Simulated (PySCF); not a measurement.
An unknown shows these calculated signals:

$^{1}$H NMR (400 MHz, computed): δ 4.63 (br, 1H), 4.41 (br, 1H), 1.87 (s, 3H).

$^{13}$C{$^{1}$H} NMR (computed): δ 169.1 (C), 23.1 (CH3).

Rapidly exchanging positions averaged, non-relativistic Hamiltonian, a single conformation, no solvent model. GFN2-xTB structure; NMR shieldings at PBE0/pcSseg-1/GIAO; PySCF.

Shifts are taken against calculated references (same method and geometry level): $^{1}$H and $^{13}$C against TMS.

Problem. Which of these does the molecule contain: an N-methyl group, a carboxylic acid, an S-methyl group, an NH or NH2 group, an amide?

Solution. 
- An N-methyl group: no.
- A carboxylic acid: no.
- An S-methyl group: no.
- An NH or NH2 group: yes (δH 4.41 (br), 4.63 (br)).
- An amide: yes (δC 169.1).

The data belong to Acetamide (SMILES O=C(C)N); they needn't prove each group on their own.

Carbon signals by region: 1 in the far downfield region (above 160 ppm), 1 below 50 ppm. Above 160 ppm: 169.1, amide carbonyl carbon.

The OH or NH signal is concentration- and solvent-dependent in practice; the value given is the gas-phase one. Rotation about the amide-type C–N bond is slow at room temperature, so the two groups on nitrogen are listed apart. Shifts are as computed. Against solution values, carbons near 30 ppm lie about +3 ppm off and those near 130 ppm about +5 ppm. Of 246 compounds with measured shifts, 49 miss one by over three times the rms of a fit or turn the order of signals round; such compounds aren't used in these exercises. The C=O carbon of an acid or of an amide with N–H lies up to 10 ppm further downfield in solution, through hydrogen bonding that the calculation lacks.
